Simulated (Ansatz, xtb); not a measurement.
**Loss of C2H6: C4H9F → C2H3F + C2H6**

Species: C4H9F `CCC(C)F`, singlet; C2H3F `C=CF`, singlet; C2H6 (ethane) `CC`, singlet. 

Shapes, held fixed at every level: PBE0-D4/def2-TZVP. Flexible molecules stand in one conformer, not always the lowest. Programs: Ansatz 0.2.0, xtb 6.7.1. The zero-point and thermal change to 298 K, harmonic and unscaled (PBE0-D4/def2-TZVP), is -11.1 kJ/mol.

(1) Estimate ΔH(298 K) of this reaction.

Answers

(1) The highest level, CCSD(T)/CBS estimate, gives ΔH(298 K) = +110.3 kJ/mol; the levels span +96.9 to +141.9. The column of differences is taken from that level and isn't an error. No measured value is set beside it here. The CBS estimate extrapolates MP2 from def2-TZVPP and def2-QZVPP and adds CCSD(T) − MP2 in the triple-zeta set, cores frozen.

```tsv
level	kind	ΔH(298 K) (kJ/mol)	less CCSD(T)/CBS estimate
GFN2-xTB	semi-empirical	+132.1	+21.8
SPW92/def2-TZVPP	LDA	+141.9	+31.6
PBE-D4/def2-TZVPP	GGA	+105.4	-4.9
B3LYP-D4/def2-TZVPP	global hybrid	+96.9	-13.4
wB97M-V/def2-TZVPP	range-separated hybrid	+110.7	+0.4
MP2/def2-SVP	perturbation theory	+123.0	+12.7
MP2/def2-TZVPP	perturbation theory	+116.3	+6.0
CCSD(T)/def2-SVP	coupled cluster or CI	+114.0	+3.7
CCSD(T)/CBS estimate	coupled cluster or CI	+110.3	0.0
```
